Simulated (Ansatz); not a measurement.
# Ge2⁺, quartet: the ladder up to UCCSDT(Q)

Geometry: that of the Ge2⁺, doublet, kept fixed.

```tsv
atom	x (Å)	y (Å)	z (Å)
Ge	0.0000	0.0000	0.0000
Ge	0.0000	0.0000	2.4906
```

Basis cc-pVTZ; Ansatz 0.2.0. Correlated methods freeze the noble-gas cores and the filled d shells of p-block atoms, which leaves 7 electrons in 58 orbitals. Prefix R: restricted or restricted open-shell reference; prefix U: unrestricted. Active spaces: valence = (7e, 8o) chosen from the atoms' valence shells. No spin–orbit coupling is included, and no scalar relativity.

Full CI isn't at hand for all of this; UCCSDT(Q) serves as the reference, and is uncertain by the last step of the cluster series or more. The frozen core follows each run's orbitals, which can shift R against U totals by a few meV for light atoms and by up to 0.1 eV past Ca.

* UHF ⟨S²⟩: 3.764
* T1 diagnostic (RCCSD): 0.0228
* largest doubles amplitude (RCCSD): 0.116
* T1 diagnostic (UCCSD): 0.0211

Task: From what is known of these methods and the diagnostics, rank them by the size of their error in total energy against UCCSDT(Q) in cc-pVTZ, smallest first (an estimate: the text doesn't fix the numbers).
A. UCCSDT
B. UMP2
C. UCCSD
D. UCCSD(T)

Result: A (19 meV), D (65 meV), C (310 meV), B (974 meV).

All errors are against UCCSDT(Q) in cc-pVTZ. Within each family the higher level lies nearer, as is usual though not guaranteed.

Natural occupations of CASSCF (valence space) about the gap: 1.975 1.925 1.008 0.970 0.970 0.059 0.059 0.034; effectively unpaired electrons, Σ n²(2−n)², 3.05.
